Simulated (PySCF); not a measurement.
# CCSDT/STO-6G run of HBS (hydrogen boron sulfide)

What is the vertical ionisation energy of HBS (hydrogen boron sulfide) at CCSDT/STO-6G? Input form: a Python script.

The results are computed with PySCF 2.14.0.

9 further runs of the same task are left out: 9 set aside as unsound or not needed.

### 1 The structure to begin with

HBS: 3 atoms, total charge 0, spin state singlet. As SMILES, `B=S`. The coordinates come from a PBE0-D4/def2-TZVP relaxation.

Bond lengths: B1–S2 1.598 Å, B1–H3 1.175 Å. Angles: S2–B1–H3 180.0°.

### 2 The energy at CCSDT/STO-6G

Input file job.py:

```python
from pyscf import gto, scf, cc

mol = gto.Mole()
mol.atom = '''
B     -0.073057    -0.027514     0.254641
S      0.754322     0.278999    -2.632937
H     -0.681265    -0.251485     2.378277
'''
mol.verbose = 3
mol.unit = 'bohr'
mol.spin = 0
mol.max_memory = 1860
mol.basis = 'sto-6g'
mol.build()

myscf = scf.RHF(mol)
myscf.conv_tol = 1e-10
myscf.kernel()
if not myscf.converged:
    myscf = myscf.newton().run(myscf.mo_coeff, myscf.mo_occ)

mycc = cc.CCSDT(myscf, frozen=6)
mycc.kernel()
e_tot = mycc.e_tot
print(f'total energy: {e_tot:.8f} hartree')
```

Command:

```sh
$ OMP_NUM_THREADS=1 python job.py
```

What it wrote:

```text
converged SCF energy = -421.364149287981
_make_eris_incore_RCCSDT

WARN: A large `blksize` is being used, which may cause large memory consumption
      for storing contraction intermediates. If memory is sufficient, consider using
      `pyscf.cc.rccsdt_highm.RCCSDT` instead.

WARN: A large `blksize_oovv` is being used, which may cause large memory consumption
      for storing contraction intermediates. If memory is sufficient, consider using
      `pyscf.cc.rccsdt_highm.RCCSDT` instead.

WARN: A large `blksize_oooo` is being used, which may cause large memory consumption
      for storing contraction intermediates. If memory is sufficient, consider using
      `pyscf.cc.rccsdt_highm.RCCSDT` instead.

RCCSDT converged
E(RCCSDT) = -421.4854897258174   E_corr = -0.1213404378365792
E_corr(same-spin) = -0.0196687756285803
E_corr(oppo-spin) = -0.101671662207999
total energy: -421.48548973 hartree
```

Run time: 0.99 s. Hardware: 1 thread of Arm Neoverse V1, shared host; peak memory 0.1 GiB.

### 3 The doublet cation at the same level

Input file calc.py:

```python
from pyscf import gto, scf, cc

molecule = gto.M(
    atom=[
    ('B', (-0.038660, -0.014560, 0.134750)),
    ('S', (0.399170, 0.147640, -1.393290)),
    ('H', (-0.360510, -0.133080, 1.258530)),
],
    spin=1,
    basis='sto-6g',
    charge=1,
    verbose=4,
    max_memory=1860,
)

hf = scf.UHF(molecule)
hf.conv_tol = 1e-10
hf.kernel()
if not hf.converged:
    hf = hf.newton().run(hf.mo_coeff, hf.mo_occ)

mycc = cc.CCSDT(hf, frozen=6)
mycc.kernel()
e_tot = mycc.e_tot
print('E(%s) = %.9f' % ('CCSDT', e_tot))
```

Command:

```sh
$ OMP_NUM_THREADS=1 python calc.py
```

What it wrote:

```text
PySCF version 2.14.0

[INPUT] num. atoms = 3
[INPUT] num. electrons = 21
[INPUT] charge = 1
[INPUT] spin (= nelec alpha-beta = 2S) = 1
[INPUT] symmetry False subgroup None
[INPUT] Mole.unit = angstrom
[INPUT] Symbol           X                Y                Z      unit          X                Y                Z       unit  Magmom
[INPUT]  1 B     -0.038660000000  -0.014560000000   0.134750000000 AA   -0.073056811976  -0.027514412374   0.254640595285 Bohr   0.0
[INPUT]  2 S      0.399170000000   0.147640000000  -1.393290000000 AA    0.754321977143   0.278999165031  -2.632936512095 Bohr   0.0
[INPUT]  3 H     -0.360510000000  -0.133080000000   1.258530000000 AA   -0.681265165167  -0.251484752657   2.378277019549 Bohr   0.0

nuclear repulsion = 31.8010848419822
number of shells = 9
number of NR pGTOs = 90
number of NR cGTOs = 15
basis = sto-6g
ecp = {}

******** <class 'pyscf.scf.uhf.UHF'> ********
method = UHF
initial guess = minao
damping factor = 0
level_shift factor = 0
DIIS = <class 'pyscf.scf.diis.CDIIS'>
diis_start_cycle = 1
diis_space = 8
diis_damp = 0
SCF conv_tol = 1e-10
SCF conv_tol_grad = None
SCF max_cycles = 50
direct_scf = True
direct_scf_tol = 1e-13
number electrons alpha = 11  beta = 10
Set gradient conv threshold to 1e-05
init E= -421.256610197693
[... the frontier-level lines of each cycle are left out ...]


cycle= 1 E= -421.045294299768  delta_E= 0.211  |g|= 0.229  |ddm|= 1.64
cycle= 2 E= -421.082744070308  delta_E= -0.0374  |g|= 0.0862  |ddm|= 0.504
cycle= 3 E= -421.08885334335  delta_E= -0.00611  |g|= 0.019  |ddm|= 0.164
cycle= 4 E= -421.089337794568  delta_E= -0.000484  |g|= 0.00578  |ddm|= 0.0444
cycle= 5 E= -421.089485408001  delta_E= -0.000148  |g|= 0.00366  |ddm|= 0.0267
cycle= 6 E= -421.08958576892  delta_E= -0.0001  |g|= 0.00204  |ddm|= 0.0324
cycle= 7 E= -421.089621809856  delta_E= -3.6e-05  |g|= 0.000774  |ddm|= 0.0231
cycle= 8 E= -421.089626926459  delta_E= -5.12e-06  |g|= 0.00016  |ddm|= 0.0111
cycle= 9 E= -421.089626992719  delta_E= -6.63e-08  |g|= 4.08e-05  |ddm|= 0.00102
cycle= 10 E= -421.089626996903  delta_E= -4.18e-09  |g|= 6.8e-06  |ddm|= 0.000226
cycle= 11 E= -421.089626997056  delta_E= -1.53e-10  |g|= 2.37e-06  |ddm|= 4.57e-05
cycle= 12 E= -421.089626997072  delta_E= -1.55e-11  |g|= 8.58e-07  |ddm|= 1.44e-05
Extra cycle  E= -421.089626997073  delta_E= -1.42e-12  |g|= 5.22e-07  |ddm|= 1.73e-06
converged SCF energy = -421.089626997073  <S^2> = 0.76249148  2S+1 = 2.0124527

******** <class 'pyscf.cc.uccsdt.UCCSDT'> ********
UCCSDT nocc = (np.int64(5), np.int64(4)), nmo = (9, 9)
Allocating only the i<=j<=k part of the T3 amplitude in memory
frozen orbitals 6
max_cycle = 50
conv_tol = 1e-07
conv_tol_normt = 1e-06
diis with the T3 amplitude
diis_space = 6
diis_start_cycle = 0
diis_start_energy_diff = 1e+09
einsum_backend: numpy
_make_eris_incore_UCCSDT
blksize_o_aaa     5    blksize_v_aaa     5
blksize_o_aab     5    blksize_v_aab     5

WARN: A large `blksize_v_aaa` is being used, which may cause large memory consumption
      for storing contraction intermediates. If memory is sufficient, consider using
      `pyscf.cc.uccsdt_highm.UCCSDT` instead.

WARN: A large `blksize_v_aab` is being used, which may cause large memory consumption
      for storing contraction intermediates. If memory is sufficient, consider using
      `pyscf.cc.uccsdt_highm.UCCSDT` instead.

Approximate memory usage estimate
    T3 memory                19.4 KB
    R3 memory                19.4 KB
    ERIs memory               154 KB
    T1-ERIs memory            154 KB
    Intermediates memory      154 KB
    Block workspace           122 KB
Total estimated memory        642 KB
Init t2, MP2 energy = -0.0628812417067194
Init E_corr(UCCSDT) = -0.0628812417070259
cycle =  1  E_corr(UCCSDT) = -0.070673766117  dE = -7.792524410193e-03  norm(d tamps) = 9.26018428e-02
cycle =  2  E_corr(UCCSDT) = -0.079355974704  dE = -8.682208587130e-03  norm(d tamps) = 4.43318456e-02
cycle =  3  E_corr(UCCSDT) = -0.080419391286  dE = -1.063416581614e-03  norm(d tamps) = 2.30832939e-02
cycle =  4  E_corr(UCCSDT) = -0.083818552801  dE = -3.399161515307e-03  norm(d tamps) = 1.34109403e-02
cycle =  5  E_corr(UCCSDT) = -0.083719536217  dE =  9.901658467749e-05  norm(d tamps) = 4.19880703e-03
cycle =  6  E_corr(UCCSDT) = -0.083766440158  dE = -4.690394142784e-05  norm(d tamps) = 2.21807267e-03
cycle =  7  E_corr(UCCSDT) = -0.083854540973  dE = -8.810081509271e-05  norm(d tamps) = 1.32139331e-03
cycle =  8  E_corr(UCCSDT) = -0.083846844723  dE =  7.696250266559e-06  norm(d tamps) = 4.39983496e-04
cycle =  9  E_corr(UCCSDT) = -0.083848732819  dE = -1.888096222535e-06  norm(d tamps) = 2.30743039e-04
cycle = 10  E_corr(UCCSDT) = -0.083848139839  dE =  5.929800413335e-07  norm(d tamps) = 1.01611106e-04
cycle = 11  E_corr(UCCSDT) = -0.083850303509  dE = -2.163670044575e-06  norm(d tamps) = 4.14938835e-05
cycle = 12  E_corr(UCCSDT) = -0.083850250823  dE =  5.268653271995e-08  norm(d tamps) = 1.59268961e-05
cycle = 13  E_corr(UCCSDT) = -0.083849784696  dE =  4.661269591005e-07  norm(d tamps) = 7.37289164e-06
cycle = 14  E_corr(UCCSDT) = -0.083849504794  dE =  2.799015969557e-07  norm(d tamps) = 4.16894551e-06
cycle = 15  E_corr(UCCSDT) = -0.083849371221  dE =  1.335727939922e-07  norm(d tamps) = 2.60109461e-06
cycle = 16  E_corr(UCCSDT) = -0.083849365755  dE =  5.465927460646e-09  norm(d tamps) = 1.57090767e-06
cycle = 17  E_corr(UCCSDT) = -0.083849385969  dE = -2.021324459200e-08  norm(d tamps) = 9.26416508e-07
UCCSDT converged
E(UCCSDT) = -421.1734763830415   E_corr = -0.08384938596850598
E_corr(same-spin) = -0.0129045912504437
E_corr(oppo-spin) = -0.0709447947180623
E(CCSDT) = -421.173476383
```

Wall time 1.2 s (1 thread of Arm Neoverse V1, shared host); peak memory 0.1 GiB.

### 4 What came out

Level: CCSDT/STO-6G, 6 core orbitals frozen.

| quantity | value |
| --- | --- |
| singlet HBS: total energy | -421.48549 Eh |
| singlet HBS: dipole moment (Hartree–Fock density) | 0.96 D |
| singlet HBS: HOMO energy (Hartree–Fock orbitals) | -7.97 eV |
| singlet HBS: LUMO energy (Hartree–Fock orbitals) | 7.70 eV |
| singlet HBS: HOMO–LUMO gap (Hartree–Fock orbitals) | 15.66 eV |
| singlet HBS: correlation energy (6 core orbitals frozen) | -121.3 mEh |
| singlet HBS: T1 diagnostic | 0.024 |
| doublet cation: total energy | -421.17348 Eh |
| doublet cation: HOMO energy (Hartree–Fock orbitals) (highest over α and β) | -17.84 eV |
| doublet cation: LUMO energy (Hartree–Fock orbitals) (lowest over α and β) | -7.19 eV |
| doublet cation: correlation energy (6 core orbitals frozen) | -83.8 mEh |
| doublet cation: ⟨S²⟩ of the reference determinant | 0.762 |
| doublet cation: T1 diagnostic | 0.025 |
| vertical ionisation energy (to the doublet cation) | 8.490 eV |

The vertical ionisation energy comes to 8.49 eV (196 kcal/mol). In a minimal basis such a difference can be off by several eV, whatever the method. The T1 diagnostic (singlet HBS) of 0.024 is above the customary mark for such species, so a single reference may not serve.
